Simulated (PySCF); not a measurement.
# Partial charges of `CN(C)P(C)C`

Species: C4H12NP.
Cartesian coordinates in Å at the PBE0-D3(BJ)/def2-SVP level; atoms count from 1:
```xyz
18
C4H12NP angstrom
C     -2.0399    0.5215    0.1157
N     -0.9105   -0.2698   -0.3214
C     -1.3136   -1.6225   -0.6379
P      0.4708   -0.1904    0.7814
C      0.9119    1.5880    0.5543
C      1.7607   -0.9028   -0.3310
H     -2.8184    0.5065   -0.6650
H     -1.7510    1.5723    0.2622
H     -2.5063    0.1597    1.0586
H     -0.4740   -2.1949   -1.0580
H     -2.1036   -1.5964   -1.4068
H     -1.7134   -2.1892    0.2319
H      1.9348    1.7368    0.9334
H      0.8678    1.8756   -0.5083
H      0.2488    2.2404    1.1403
H      1.6748   -0.4947   -1.3507
H      1.6932   -1.9996   -0.3664
H      2.7481   -0.6497    0.0850
```

Density: PBE0/pcSseg-1 (PySCF); schemes: Mulliken, IAO, Hirshfeld and ESP-fitted. One conformer (not necessarily the lowest) at the PBE0-D3(BJ)/def2-SVP geometry, without solvent, vibrations or thermal averaging.

Question: Give the atomic charges in each scheme.

Answer: In e; atoms taken as equivalent share a row and are averaged (×n: the atom named and its like, n in all):

```csv
atom,environment,Mulliken,IAO,Hirshfeld,ESP-fitted
C1/C3,N-methyl carbon,-0.110,-0.299,-0.077,-0.387
N2,nitrogen bonded to 2 C and P,-0.740,-0.449,-0.144,-0.055
P4,three-coordinate phosphorus,+0.474,+0.607,+0.178,-0.062
C5/C6,sp3 carbon bound to phosphorus,-0.527,-0.610,-0.168,-0.492
H7 (×6),methyl hydrogen,+0.111,+0.128,+0.035,+0.145
H13 (×6),methyl hydrogen,+0.146,+0.149,+0.041,+0.168
```

Mean size of the charges over all atoms: IAO 0.252 e, Mulliken 0.224 e, ESP-fitted 0.208 e, Hirshfeld 0.070 e. Each set sums to the total charge, 0, to within 0.001 e. The Hirshfeld scheme weights the molecular density at each point by an atom's share of the summed free-atom densities. The ESP scheme fits charges at the nuclei, held to the total charge, to the electrostatic potential on points at 1.4 to 2.0 times the van der Waals radii.

Some averages cover members that differ in this geometry: C5/C6, ESP-fitted -0.552 to -0.433; H13 (×6), ESP-fitted +0.126 to +0.212; H7 (×6), ESP-fitted +0.126 to +0.169; H7 (×6), IAO +0.104 to +0.140 e.

Lowest charge. The schemes don't all agree: Mulliken N2 (-0.740); IAO C5/C6 (-0.610); Hirshfeld C5/C6 (-0.168); ESP-fitted C5/C6 (-0.492).

Highest charge. The schemes don't all agree: Mulliken P4 (+0.474); IAO P4 (+0.607); Hirshfeld P4 (+0.178); ESP-fitted H13 (×6) (+0.168).

Question: Sum the charges by element, for elements with more than one atom.

Answer: 
| element | atoms | Mulliken | IAO | Hirshfeld | ESP-fitted |
| --- | --- | --- | --- | --- | --- |
| C | 4 | -1.274 | -1.817 | -0.491 | -1.758 |
| H | 12 | +1.540 | +1.659 | +0.456 | +1.875 |

Question: How closely do the schemes follow one another over all atoms?

Answer: Correlation coefficient and root-mean-square difference: IAO with Hirshfeld 1.00, 0.222 e; Mulliken with Hirshfeld 0.96, 0.211 e; Mulliken with IAO 0.94, 0.103 e; IAO with ESP-fitted 0.79, 0.192 e; Hirshfeld with ESP-fitted 0.75, 0.190 e; Mulliken with ESP-fitted 0.66, 0.228 e.

Question: How many electrons does the ESP-fitted scheme count on C5?

Answer: Its own charge is -0.433 e, so Z − q = 6.433.
